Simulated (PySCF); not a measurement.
# AlF: one state, many levels of theory

State: ¹Σ⁺ (singlet), closed shell. Set-up: Al def2-TZVPPD, F def2-TZVPPD; no relativity (PySCF 2.14). De refers to Al + F in their high-spin ground configurations, without counterpoise correction. A positive dipole means Al(−)F(+).

```
      Level  Re (Å)  ωe (cm⁻¹)  De (eV)  μ (D)
        RHF   1.642        831     5.16  -1.27
    RHF-MP2   1.673        778     7.22    n/a
RHF-SCS-MP2   1.672        780     7.02    n/a
   RHF-CCSD   1.664        795     6.72    n/a
RHF-CCSD(T)   1.669        785     6.85    n/a
        PBE   1.686        742     7.05  -1.55
     PBEsol   1.677        756     7.33  -1.48
       BLYP   1.692        731     7.03  -1.67
       TPSS   1.681        754     6.86  -1.41
     r²SCAN   1.666        783     6.89  -1.35
       PBE0   1.665        780     6.77  -1.47
       MN15   1.667        779     7.24  -1.55
     M06-2X   1.660        803     7.10  -1.60
    ωB97X-V   1.670        779     6.96  -1.43
```

(1) Which functional lies closest to RHF-CCSD(T) in De, which farthest, and by how much do they differ from it?

(2) What does a quarter of exact exchange do here, going from PBE to PBE0?

(3) What does the step from GGA to meta-GGA do here, going from PBE to r²SCAN?

Correlated steps freeze 6 core orbitals. Where the molecule has an RHF reference, its open-shell atoms are computed with UHF.

The whole job (state search and all levels along the bond) took about 2.7 min on 2 threads of Arm Neoverse V2 (shared host), peak memory 2.2 GiB.

Answers

(1) Closest is TPSS (+1.2 pm in Re, -3.9 % in ωe, +0.01 eV in De against RHF-CCSD(T) in the same basis), farthest PBEsol (+0.8 pm in Re, -3.7 % in ωe, +0.48 eV in De). CCSD(T) converges more slowly with the basis than the functionals do and binds too weakly in this one, so the order can change at the basis-set limit.

(2) PBE0 less PBE: -2.1 pm in Re, +5.1 % in ωe, -0.28 eV in De. Exact exchange removes part of the self-interaction that spreads semilocal densities, and in most molecules shortens and stiffens the bond and lowers De; so it does here.

(3) r²SCAN less PBE: -2.0 pm in Re, +5.5 % in ωe, -0.16 eV in De.
